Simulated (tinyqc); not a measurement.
A ladder of methods, and size consistency: correlation methods against full CI in the sto-6g basis, for HF, spin multiplicity 1. Computed by the program tinyqc with PySCF. 

Geometry (angstrom):

| atom | x | y | z |
|---|---|---|---|
| F | 0.0000 | 0.0000 | 0.0000 |
| H | 0.0000 | 0.0000 | 1.0380 |

RHF energy of one = -99.494142 hartree

All electrons correlated; +Q is the Davidson correction (1 - c0^2) E_corr. The last columns treat two copies 100 angstrom apart as one system. FCI is the lowest singlet.

Correlation energies (hartree):

| method | E_corr of one | share of FCI (%) | E_corr of two at 100 angstrom | two minus twice one (mhartree) |
|---|---|---|---|---|
| MP2 | -0.02324 | 63.676 | -0.04648 | 0.000 |
| CISD | -0.03650 | 100.000 | -0.07118 | 1.820 |
| CISD+Q | -0.03746 | 102.625 | -0.07464 | 0.278 |
| CCSD | -0.03650 | 100.000 | -0.07300 | 0.000 |
| CCSD(T) | -0.03650 | 100.000 | -0.07300 | 0.000 |
| FCI | -0.03650 | 100.000 | - | - |

MP2 recovers 64 %, CISD 100.0 % and CCSD 100.0 % of the FCI value (c0^2 = 0.974 in CISD). MP2 and coupled cluster are size consistent, so their last column vanishes; CISD loses 1.82 mhartree, since a double excitation on each copy is a quadruple of the pair, and the Davidson correction leaves +0.28. With two electrons, or one virtual orbital, CISD and CCSD are exact for one copy, so +Q overshoots there.
